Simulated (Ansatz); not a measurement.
Li2H, relaxed as a quartet with UKS PBE-D4/def2-TZVP in Ansatz, starting from the PBE-D4/def2-TZVP geometry of the neutral doublet. Force threshold 0.02 eV/Å.

In the quartet geometry the species has come apart into loosely held pieces. At PBE-D4/def2-TZVP a doublet of charge 0 lies 3.06 eV below the quartet, each at its own geometry. The structure comes from a short search, and lower isomers may exist.

Start:

| atom | x (Å) | y (Å) | z (Å) |
| --- | --- | --- | --- |
| Li1 | -0.2681 | 1.3182 | 0.1337 |
| Li2 | 0.7646 | -1.0610 | 0.3375 |
| H3 | -0.4965 | -0.2572 | -0.4711 |

(1) Estimate the energy that the relaxation releases and the steps that it takes.

(2) Does the start keep its bonding and symmetry?

(3) Predict the relaxed structure.

## Answers

(1) 175.7 kJ/mol, in 9 steps; 1.4 s on 4 threads of Intel Xeon 6975P-C on a shared host. No frequencies were taken in this run, so the end may be a saddle point.

(2) Bonds lost: Li1–H3, Li2–H3 (atoms count from 1). Metal–metal contacts that move far: Li1–Li2 2.60 to 3.65 Å. The end holds 3 separate pieces. Point group C2v at the start, C2v at the end, both within 0.05 Å.

(3) 
Cartesian coordinates in Å:
```
Li -0.0783 2.0032 0.4701
Li 1.3727 -1.3343 0.7578
H -1.2943 -0.6689 -1.2278
```
Bond lengths (bridged metal pairs left out): .
